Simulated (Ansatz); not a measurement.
# C2HCl3: the cost of one run

The runs use Ansatz 0.2.0, Gaussian basis; the settings change from run to run.

**1. The geometry**

An earlier PBE0-D4 in a triple-zeta def2 set relaxation fixed the geometry.

SMILES `ClC=C(Cl)Cl`, 6 atoms, charge 0, spin multiplicity 1.

Atoms are counted from 1 here; the program's logs count them from 0.

Bond lengths: Cl1–C2 1.701 Å, C2–C3 1.329 Å, C2–H6 1.081 Å, C3–Cl4 1.702 Å, C3–Cl5 1.714 Å. Angles: Cl1–C2–C3 123.9°, Cl1–C2–H6 115.6°, C3–C2–H6 120.6°, C2–C3–Cl4 124.1°, C2–C3–Cl5 120.1°, Cl4–C3–Cl5 115.8°.

As a file:

```tsv
atom	x (Å)	y (Å)	z (Å)
Cl1	-0.0786	-1.8615	1.0636
C2	0.2746	-0.2592	0.6132
C3	-0.1619	0.3086	-0.5064
Cl4	-1.1379	-0.4785	-1.6571
Cl5	0.2531	1.9321	-0.8650
H6	0.8926	0.2946	1.3055
```

**2. B97M-V/def2-TZVP**

Options: a point charge of 2.00 e beside it, high accuracy.

The input, in.yaml:

```yaml
crystal:
  periodic: [false, false, false]
  atoms:
    - {symbol: Cl, position_ang: [-0.078578, -1.861523, 1.063608]}
    - {symbol: C, position_ang: [0.274618, -0.259181, 0.613243]}
    - {symbol: C, position_ang: [-0.161851, 0.308570, -0.506387]}
    - {symbol: Cl, position_ang: [-1.137866, -0.478489, -1.657144]}
    - {symbol: Cl, position_ang: [0.253130, 1.932060, -0.865045]}
    - {symbol: H, position_ang: [0.892648, 0.294563, 1.305525]}
basis:
  gaussian: {orbitals: def2-TZVP, point_charges: [{charge: 2.00, position_ang: [3.909, -0.216, 0.851]}]}
hamiltonian: {xc: {name: B97M-V}}
accuracy: high
```

Launch:

```bash
$ ansatz run in.yaml --threads 2 --pin off --events-out ev --progress --plain --max-ram 4352MiB
```

What time and memory should one allow on 2 threads of Arm Neoverse V2, shared host?

About 51 s, with a peak of 0.91 GiB.
